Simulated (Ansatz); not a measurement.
# BH5OSi: energy of protonation at one site in Python

A script is to give the energy of protonation at one site; the system is BH5OSi. SMILES: OB[SiH3].

Program: Ansatz 0.2.0, driven from Python. Level of theory: B3LYP/cc-pVDZ. These are calculated values, not measurements.

## (1) Starting point

Bond lengths: O1–B2 1.405 Å, B2–Si3 1.918 Å, O1–H4 0.964 Å, B2–H5 1.191 Å, Si3–H6 1.475 Å, Si3–H7 1.529 Å, Si3–H8 1.436 Å. Angles: O1–B2–Si3 118.0°, O1–B2–H5 121.5°, Si3–B2–H5 120.6°, B2–O1–H4 104.4°, B2–Si3–H6 109.9°, B2–Si3–H7 109.4°, B2–Si3–H8 111.3°, H6–Si3–H7 107.4°, H6–Si3–H8 111.5°, H7–Si3–H8 107.1°.

No structure file is read: the coordinates are typed or built in the script.

## (2) The script

Input file pa.py:

```python
"""Adding a proton to BH5OSi."""

from dataclasses import dataclass
import logging
import sys

import ansatz
import numpy as np

logging.basicConfig(stream=sys.stdout, format="%(levelname)s:%(name)s:%(message)s")
logger = logging.getLogger("calc")
logger.setLevel(logging.INFO)


@dataclass(frozen=True)
class RunConfig:
    basis: str = "cc-pVDZ"
    functional: str = "b3lyp"
    charge: int = 1
    force_tol: float = 0.01


cfg = RunConfig()

geometry_ang = [
    ("O", (-1.578, 0.8036, -0.5911)),
    ("B", (-0.178, 0.7458, -0.4923)),
    ("Si", (0.5881, -0.5918, 0.6484)),
    ("H", (-1.7869, 0.2617, -1.3608)),
    ("H", (0.5198, 1.4832, -1.1142)),
    ("H", (0.1667, -0.3647, 2.0432)),
    ("H", (2.1128, -0.4814, 0.6071)),
    ("H", (0.2476, -1.9136, 0.2039)),
]
mol = ansatz.Crystal.molecule()
for symbol, xyz in geometry_ang:
    mol = mol.atom(symbol, xyz)

model = mol.calculation().basis(gaussian=cfg.basis).functional(cfg.functional)
symbols = [site.symbol for site in mol.cartesian_sites]
start = np.array([site.position_ang for site in mol.cartesian_sites], dtype=float)
r = model.relax(force_tolerance=0.01).run().report
end = np.array(r["positions_ang"])

# start the new hydrogen opposite the existing bonds
away = sum((end[0] - end[j]) / np.linalg.norm(end[0] - end[j]) for j in [1, 3]) + np.array([0.15, 0.1, -0.2])
proton = end[0] + 1.0 * away / np.linalg.norm(away)
acid = ansatz.Crystal.molecule()
for symbol, place in zip(symbols, end):
    acid = acid.atom(symbol, place.tolist())
acid = acid.atom("H", proton.tolist())
protonated = (
    acid.calculation()
    .basis(gaussian=cfg.basis)  # the orbital basis, by name
    .functional(cfg.functional)
    .charge(cfg.charge)  # electrons removed from the neutral system
    .relax(force_tolerance=cfg.force_tol, max_steps=80)  # relax until the tolerances are met
)
after = protonated.run().report
xyz = np.array(after["positions_ang"])
reach = np.linalg.norm(xyz[:-1] - xyz[-1], axis=1)
logger.info(f"base {r['free_energy_ev']:.5f} eV, protonated {after['free_energy_ev']:.5f} eV")
logger.info(f"the proton ends {reach.min():.3f} A from {symbols[reach.argmin()]}{reach.argmin()}")
logger.info(f"electronic proton affinity {96.485332 * (r['free_energy_ev'] - after['free_energy_ev']):.1f} kJ/mol")
```

## (3) The input behind the calls

The engine receives this input (first run):

```yaml
crystal:
  periodic: [false, false, false]
  atoms:
    - { symbol: O, position_ang: [-1.578, 0.8036, -0.5911] }
    - { symbol: B, position_ang: [-0.178, 0.7458, -0.4923] }
    - { symbol: Si, position_ang: [0.5881, -0.5918, 0.6484] }
    - { symbol: H, position_ang: [-1.7869, 0.2617, -1.3608] }
    - { symbol: H, position_ang: [0.5198, 1.4832, -1.1142] }
    - { symbol: H, position_ang: [0.1667, -0.3647, 2.0432] }
    - { symbol: H, position_ang: [2.1128, -0.4814, 0.6071] }
    - { symbol: H, position_ang: [0.2476, -1.9136, 0.2039] }
basis:
  gaussian:
    orbitals: cc-pVDZ
hamiltonian:
  xc: b3lyp
relax:
  f_tol: 0.01
```

## (4) Running it

Started as:

```sh
$ python pa.py
```

Without the output at hand: what should come out? Wanted: electronic proton affinity; moves of the relaxation of run 1; energy gained in run 1; last largest force component of run 1; moves of the relaxation of run 2; energy gained in run 2; last largest force component of run 2.

As calculated:

| quantity | value |
| --- | --- |
| electronic proton affinity | 736.3 kJ/mol |
| runs compared | 2 |
| moves of the relaxation of run 1 | 23 |
| energy gained in run 1 | 1.021 eV |
| last largest force component of run 1 | 0.0098 eV/Å |
| moves of the relaxation of run 2 | 6 |
| energy gained in run 2 | 0.415 eV |
| last largest force component of run 2 | 0.0055 eV/Å |

What this shows: Run 1: The relaxation took 23 moves; the largest shift is 0.880 Å, of atom 1 (O). So large a move can change the bonding: the results belong to the relaxed structure. Run 2: After 6 moves the largest shift is 0.144 Å, of atom 9 (H). Notes:
- The proton is put on one chosen atom, which needn't be the most basic site, so the molecule's proton affinity can be higher; the ends are stationary points, not checked by frequencies, and zero-point and thermal terms count only where printed.
- b3lyp holds the VWN-RPA fit, as in Gaussian; the form of ORCA and Turbomole is b3lyp5.
